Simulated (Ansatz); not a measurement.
Chalcopyrite CdGeAs₂ was calculated with PBE-D4 (Ansatz, an electronic-structure program, plane waves, PAW).

Settings: plane-wave cutoff 500 eV, 10×10×10 k mesh, Fermi–Dirac smearing 0.05 eV, scalar-relativistic PAW data made under PBE.

Computed at the level's own relaxed cell.

Problem. Estimate the equilibrium volume per atom, equilibrium lattice constant a and lattice parameter c that the calculation returns.

Solution. 
equilibrium volume per atom: 25.19 Å³/atom
equilibrium lattice constant a: 5.974 Å
lattice parameter c: 11.295 Å

The run finds no gap.

Measured, for comparison: lattice constant a 5.943 Å, lattice parameter c 11.216 Å (298 K, not corrected to a static lattice; as tabulated in Abstract on Scilit: Piezoelectric nonlinear optic CuGaSe2 and CdGeAs2: Crystal …). Computed (rounded) less measured: lattice constant a +0.5 %, lattice parameter c +0.7 %.
